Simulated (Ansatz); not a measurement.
# C3H4N2: basis-set convergence

The task here is to estimate one member of a computed series from the others.

Computed with Ansatz 0.2.0, Gaussian basis. Level: one geometry, several basis sets.

Plan: PBE0-D4/def2-SVP; ωB97M-V/def2-SVP; PBE0-D4/def2-QZVPP; ωB97M-V/def2-QZVPP; the functionals' def2-TZVPP values are taken from earlier runs.

## The geometry

All runs share one geometry, relaxed beforehand with PBE0-D4 in a triple-zeta def2 set.

SMILES `N=C1CC1=N`, 9 atoms, charge 0, spin multiplicity 1.

Atoms are counted from 1 here; the program's logs count them from 0.

Bond lengths: N1–C2 1.255 Å, N1–H6 1.022 Å, C2–C3 1.491 Å, C2–C4 1.442 Å, C3–C4 1.491 Å, C3–H7 1.090 Å, C3–H8 1.090 Å, C4–N5 1.255 Å, N5–H9 1.022 Å. Angles: C2–N1–H6 110.6°, N1–C2–C3 143.3°, N1–C2–C4 155.6°, C3–C2–C4 61.1°, C2–C3–C4 57.8°, C2–C3–H7 118.4°, C2–C3–H8 118.4°, C4–C3–H7 118.4°, C4–C3–H8 118.4°, H7–C3–H8 114.2°, C2–C4–C3 61.1°, C2–C4–N5 155.6°, C3–C4–N5 143.3°, C4–N5–H9 110.6°.

Set-up of the first run:

The input, in.yaml:

```yaml
crystal:
  periodic: [false, false, false]
  atoms:
    - {symbol: N, position_ang: [-0.156651, 0.357380, -1.927724]}
    - {symbol: C, position_ang: [0.018434, 0.024446, -0.730608]}
    - {symbol: C, position_ang: [0.664176, -0.995168, 0.145287]}
    - {symbol: C, position_ang: [-0.118754, 0.146452, 0.699828]}
    - {symbol: N, position_ang: [-0.511122, 0.672756, 1.769238]}
    - {symbol: H, position_ang: [-0.721750, 1.207116, -1.985201]}
    - {symbol: H, position_ang: [0.227482, -1.992414, 0.188738]}
    - {symbol: H, position_ang: [1.748767, -0.978284, 0.247592]}
    - {symbol: H, position_ang: [-1.062081, 1.511616, 1.575650]}
basis:
  gaussian: {orbitals: def2-SVP}
hamiltonian: {xc: pbe0, dispersion: d4}
output: {orbitals: {seedname: orbitals}}
```

The run is started by

```sh
$ ansatz run in.yaml --threads 2 --pin off --events-out ev --progress --plain --max-ram 4352MiB
```

Steps of the session up to this table: PBE0-D4 in def2-SVP; ωB97M-V in def2-SVP; PBE0-D4 in def2-QZVPP; ωB97M-V in def2-QZVPP.

One of the session's tables, all rows but one given; the rest of the session is left out.

It belongs to the step «Functionals by basis». 

| functional | basis | HOMO (eV) | LUMO (eV) |
| --- | --- | --- | --- |
| PBE0-D4 | def2-SVP | -6.91 | -2.10 |
| PBE0-D4 | def2-TZVPP | -7.10 | -2.30 |
| PBE0-D4 | def2-QZVPP | -7.14 | -2.36 |
| ωB97M-V | def2-SVP | -9.18 | 0.17 |
| ωB97M-V | def2-TZVPP | -9.40 | -0.09 |
| ωB97M-V | def2-QZVPP | ? | ? |

Q: Estimate the row for ωB97M-V, def2-QZVPP from the others.

The run gave: HOMO (eV): -9.43; LUMO (eV): -0.16. In the column «HOMO (eV)» it is the lowest.
